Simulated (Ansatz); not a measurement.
Zone-centre TO phonon frequency of some tetrahedrally bonded semiconductors and semimetals, all zinc-blende

Method: RPBE in Ansatz (PAW). References are measured values at room or unstated temperature, uncorrected unless marked, so that the deviations hold thermal and zero-point effects besides the level's error.

Values in cm⁻¹.

```tsv
solid	reference	RPBE	deviation (%)
3C-SiC	796	766	-3.8
cubic BN	1055	1012	-4.1
zinc-blende GaP	366	336	-8.2
zinc-blende AlAs	361	340	-5.8
zinc-blende BP	794	791	-0.4
zinc-blende InP	307	275	-10.4
```

Over these 6 solids the mean deviation is -5.4 %, the mean absolute deviation 5.4 % (median 4.9 %), and the worst case zinc-blende InP at -10.4 %; the value is too low in 6 of 6 cases.

Spin–orbit coupling is left out, also for the solids with elements from indium on (zinc-blende InP); its size isn't shown.

Differences are worked out from the printed values.

Each level is taken at its own relaxed cell. Ansatz's density-functional and Hartree–Fock values are scalar-relativistic unless marked +SOC, with PAW data made under PBE.

Not in this set, of the tetrahedrally bonded semiconductors and semimetals with a reference value in our tables and a result at some level: 5 for a reference of another kind, counted apart; 5 for no value at RPBE (not run, a failed fit, an unstable or unbound cell, or a value held back for tests); 4 for a doubt noted on the run at RPBE. These can be a level's best or worst cases. At least 2 more with a reference value are held back for tests. Solids without a released value at any level aren't counted. Layered and molecular crystals are counted apart. The metals Ce to Yb are counted apart.

References as tabulated in Wang et al. (1996), arXiv:mtrl-th/9510002; Ioffe Institute, NSM Archive: BN, mechanic properties page; Han and Bester (2011), arXiv:1107.0196; Giannozzi et al., Phys. Rev. B (1991) and others.

Ansatz is a quantum-chemistry and plane-wave program.
